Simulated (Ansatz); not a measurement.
A made-up structure of CH4ClSi (charge -1), closed shell:

| atom | x (Å) | y (Å) | z (Å) |
| --- | --- | --- | --- |
| Si1 | -0.4492 | -0.0003 | -1.2671 |
| C2 | 0.4967 | -0.1205 | 0.4488 |
| Cl3 | 1.0135 | -1.8159 | 0.9006 |
| H4 | -1.8565 | -0.2622 | -0.6916 |
| H5 | -0.5607 | 1.5368 | -1.1158 |
| H6 | 1.4300 | 0.4455 | 0.4101 |
| H7 | 0.3486 | -1.0606 | -1.7726 |

It is relaxed with PBE-D4/def2-SVPD and then PBE0-D4/def2-TZVPD (Ansatz 0.2.0). Atoms count as bonded within 1.22 times the sum of their covalent radii (H–H: 0.88 Å). The end point is not checked to be a true minimum.

(1) Does its bonding change? (A judgement: the text doesn't fix the answer.)

Results:

(1) The calculation gives: No: no bond forms or breaks.

Where it ends: The first stage lowers the energy by 1.89 eV in 8 steps. It ends as CH₄ClSi ([SiH3][CH][Cl]), total charge -1:
```
7
angstrom
Si -0.3763 -0.0124 -0.9437
C 0.5949 -0.0765 0.5678
Cl 0.9123 -1.7879 1.1208
H -1.7803 -0.5258 -0.7572
H -0.5085 1.4277 -1.3719
H 1.5649 0.4238 0.5400
H 0.0154 -0.7260 -2.2434
```

Labels in which every atom is bracketed show which atoms are joined, not bond orders.

For scale, one of the runs: PBE0-D4/def2-TZVPD relaxation, 162 basis functions, launched by `ansatz run in.yaml --threads 2 --pin off --events-out ev --progress --plain --max-ram 4352MiB`. Hardware: 2 CPU threads of an Arm Neoverse V1, shared host. Wall time about 32 s.
